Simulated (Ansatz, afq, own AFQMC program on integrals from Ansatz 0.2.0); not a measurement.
**Atomization energy of GeH₂, singlet**

```xyz
3

Ge    0.0000   -0.0303    0.0000
H     0.0000    1.0906   -1.1335
H     0.0000    1.0906    1.1335
```

Atoms in their ground-state spins without spin–orbit coupling (mostly on UHF) minus the molecule (RHF), without zero-point energy. The geometry is a stationary point, not shown to be a minimum.

Basis cc-pVDZ. Noble-gas cores (and the filled d shells of Ga–Kr and In–Xe) are frozen. AFQMC by an in-house program on the Cholesky factors that Ansatz 0.2.0 writes for its CCSD(T) run. ph-AFQMC/CISD is guided by a CISD state made of CCSD amplitudes; releasing the constraint for a short imaginary time cuts its bias at the price of noise, slowly where states lie close. ± is one standard error of the sampling. No spin–orbit coupling. The errors of all members are added in quadrature.

Full CI on the same integrals is exact in this basis and with this determinant's frozen core.

The best estimate is CCSD(T) at the basis-set limit (CBS: def2-TZVPP and def2-QZVPP, with their diffuse functions for anions and beside diffuse sets, CCSD(T) itself extrapolated) plus the step from CCSD(T) to full CI in cc-pVDZ. Rows without CBS are in cc-pVDZ, the functionals in def2-TZVP; B2PLYP and the wave-function rows carry a basis error of their own. Core correlation and relativity beyond core potentials are missing, and ± holds the sampling alone.

Cautions: inner d shell frozen; no relativity below Rb; no spin-orbit coupling; GeH₂ (singlet): restricted determinant unstable towards unrestricted (UHF 27 meV lower, ⟨S²⟩ 0.23).

Best estimate: 141.8 kcal/mol.

```tsv
level	atomization energy (kcal/mol)	error against the best estimate (kcal/mol)
HF	96.2	-45.5
MP2	123.6	-18.2
CCSD	130.0	-11.8
CCSD(T)	130.8	-11.0
CCSDT	131.0	-10.8
CCSDT(Q)	131.0	-10.8
ph-AFQMC/CISD	131.0 ± 0.04	-10.8 ± 0.04
released AFQMC	131.0 ± 0.03	-10.7 ± 0.03
FCI	131.0	-10.8
HF/CBS	97.7	-44.0
MP2/CBS	134.9	-6.9
CCSD(T)/CBS	141.6	-0.2
PBE	138.6	-3.2
r2SCAN	139.8	-2.0
PBE0	137.0	-4.8
B3LYP	142.6	0.9
wB97M-V	141.8	0.0
B2PLYP	138.4	-3.4
```

Correlation beyond CCSD(T) adds 0.2 kcal/mol. Going to the basis-set limit adds 10.8 kcal/mol at CCSD(T). The perturbative (T) step is worth +0.8 kcal/mol.

Best estimates are given only where the step beyond CCSD(T) is under 0.3 eV and no member's determinant is very poor (T1 over 0.05, or 0.07 for open shells, ⟨S²⟩ too high by 0.3, two states mixed), so the hardest cases are missing from such tables.

The functionals ran in a triple-zeta set and keep a basis error of their own, a few kJ/mol for each bond in atomization energies and more for double hybrids, so close places among them and the extrapolated levels can swap.

CCSDT and higher add their correlation energy to the determinant of the CCSD(T) run, since their own runs factorise the integrals more tightly (a shift of under 2 meV). Each member of a difference takes its own highest rung, so a best estimate needn't equal the limit plus the step of one row. A walk keeps the symmetry of its determinant, which the program's search chose and which needn't be the lowest solution, so a lower state of the same spin and another symmetry isn't excluded. Released energies are given only where the last usable release times agree within the noise; a slower fall can still hide under it.
